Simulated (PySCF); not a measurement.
An unknown is described by computed data only.

Formula: C3H3F3.

| Property | Result |
| --- | --- |
| NMR, other nuclei | isotropic shieldings of nuclei other than C and H, by class: 257 (3 F) ppm [GIAO B97-2/pcSseg-2] |
| Dipole | 2.42 D [B97-2/pcSseg-2] |
| 13C NMR | chemical shifts (computed TMS as zero) by class: 137.1 (1 C), 133.6 (1 C), 130.2 (1 C) ppm [GIAO B97-2/pcSseg-2] |
| 1H NMR | chemical shifts (computed TMS as zero) by class: 6.23 (1 H), 6.22 (1 H), 5.85 (1 H) ppm [GIAO B97-2/pcSseg-2] |
| Rotational structure | rotational constants A, B, C: 5.463, 2.961, 2.888 GHz [PBE0-D3(BJ)/def2-TZVP] |
| Couplings | largest of the computed one-bond spin–spin couplings (means over like bonds): 19F–13C -341.0 (×3), 13C–1H +173.5, 13C–1H +169.9, 13C–1H +169.4, 13C–13C +77.9, 13C–13C +77.8 Hz [B3LYP/pcJ-2] |

The electronic properties come from PySCF, for the isolated species, density fitting. Levels stand in brackets. Geometry: PBE0-D3(BJ)/def2-TZVP; no solvent, vibrations or thermal averaging. NMR values are class means; diastereotopic atoms form classes of their own.

Q: What is the compound? Reason from the data.

A: Numbering: `[CH2:1]=[CH:2][C:3]([F:4])([F:5])[F:6]`. Its formula, C3H3F3, gives 1 degree of unsaturation: 0 rings and 1 π bond in the structure found. 3 carbons fall into 3 classes; from least to most shielded: alkene CH carbon [C2] (137.1 ppm), CF3 carbon [C3] (133.6 ppm), terminal =CH2 carbon [C1] (130.2 ppm). Hydrogen classes from least to most shielded: 1 H on an alkene CH carbon, C2 (6.23 ppm), 1 H on a terminal =CH2 carbon, C1 (6.22 ppm), 1 H on a terminal =CH2 carbon, C1 (5.85 ppm). The other shieldings belong to: 257 ppm, fluorine of a CF3 group [F4/F5/F6]. The couplings run between: -341.0 Hz, fluorine of a CF3 group [F4] and CF3 carbon [C3] (with 2 like pairs); +173.5 Hz, alkene CH carbon [C2] and its hydrogen; +169.9 Hz, terminal =CH2 carbon [C1] and its hydrogen; +169.4 Hz, terminal =CH2 carbon [C1] and its hydrogen; +77.9 Hz, terminal =CH2 carbon [C1] and alkene CH carbon [C2]; +77.8 Hz, alkene CH carbon [C2] and CF3 carbon [C3]. The optimised geometry has point group Cs and is an asymmetric top. Structure: `C=CC(F)(F)F`. The assignments are read from this structure; whether some other isomer fits the data as well wasn't checked.

Shape of the structure used: `[CH2:1]=[CH:2][C:3]([F:4])([F:5])[F:6]`: C1–C2–C3–F4 0°.
